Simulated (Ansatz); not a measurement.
Consider a ladder of basis sets of CH3 (charge +1), SMILES [CH3+] (Ansatz 0.2.0, Python API).

`basis.py`:
```python
"""How the energy of CH3(+) converges with the basis."""

import ansatz as az
from rdkit import Chem
from rdkit.Chem import AllChem

# a force-field geometry from the SMILES
rd = Chem.AddHs(Chem.MolFromSmiles("[CH3+]"))
AllChem.EmbedMolecule(rd, randomSeed=850)
AllChem.UFFOptimizeMolecule(rd)
molecule = az.Crystal.molecule()
for atom, xyz in zip(rd.GetAtoms(), rd.GetConformer().GetPositions()):
    molecule = molecule.atom(atom.GetSymbol(), xyz.round(5).tolist())

model = molecule.calculation().functional("PBE0").charge(1)

energies = {}
for basis in ["aug-cc-pVDZ", "aug-cc-pVTZ"]:
    data = model.basis(gaussian=basis).run(threads=1, backend="cpu").report
    size = data["n_frozen"] + data["n_occupied"][0] + data["n_virtual"][0]
    energies[basis] = (data["reference_energy_ev"] / 27.211386246, data["free_energy_ev"] / 27.211386246)
    print(f"{basis:14s} {size:4d} orbitals  reference {energies[basis][0]:14.6f} Ha  total {energies[basis][1]:14.6f} Ha")

last = energies["aug-cc-pVTZ"][1]
for basis, (_, total) in energies.items():
    print(f"{basis:14s} lies {27.211386 * (total - last):9.4f} eV above aug-cc-pVTZ")
```

How far does the total energy move along this ladder of basis sets?

Against aug-cc-pVDZ: aug-cc-pVTZ -11.9 mHa. The last step alone is -11.92 mHa.

The run itself:

```console
$ python basis.py
aug-cc-pVDZ      50 orbitals  reference     -39.421526 Ha  total     -39.421526 Ha
aug-cc-pVTZ     115 orbitals  reference     -39.433451 Ha  total     -39.433451 Ha
aug-cc-pVDZ    lies    0.3245 eV above aug-cc-pVTZ
aug-cc-pVTZ    lies    0.0000 eV above aug-cc-pVTZ
```

What to keep in mind:
- The drop along the ladder measures the basis error, and is no property of the molecule.
- The geometry is a force-field or estimated start, not a minimum of this method, and the last set is no limit. Much of the fall in a total is atomic energy, which cancels in bond and reaction energies.
- The whole script took 1.7 s on 1 thread of Arm Neoverse V1, with other jobs on the host, peak memory 0.23 GiB.

(Lines on the test bed's own set-up are left out of the output.)
